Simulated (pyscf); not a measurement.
Single points on ωB97X-D3(BJ)/def2-SVP structures (PySCF, gas phase). MP2 and CC: frozen core, UHF for open shells. ΔMP2 is the change of the MP2 total energy from the triple- to the quadruple-zeta basis.

**Question.** `[SH][Ga]([Cl])[Cl]` → `[S]=[Ga][Cl]` + `[ClH]`
Surface: singlet. Broken: H–S, Cl–Ga. Formed: Cl–H. Give ΔE‡ and ΔE from CCSD(T)/def2-TZVPP + ΔMP2(QZVPP), relative to the reactant's lowest minimum found.

**Answer.** ΔE‡ = 1.99 eV, ΔE = +2.12 eV. Zero-point energy shifts the barrier by -0.07 eV. It is an elimination, with an imaginary mode of 259i cm⁻¹. On the product side the descent ends in a complex, 0.33 eV under the separated species and 0.09 eV under the saddle at ωB97X-D3(BJ)/def2-TZVP. At CCSD(T) the saddle lies under the separated products, which points to a path from their complex (located at ωB97X-D3(BJ) alone), and parting the products costs more than the saddle. At ωB97X-D3(BJ) the barrier from the zero used here is 2.11 eV. One saddle was located; it need not be the lowest between these sides. The CCSD(T) − MP2 part came from Ansatz, without density fitting, on the same reference. The frozen core leaves the outer d or s,p core shells of the metals and heavy elements correlated in the MP2 and CC values, and def2-TZVPP describes them poorly, which can shift differences by a few kcal/mol. Elements up to Kr have no core potential and no relativistic terms here.
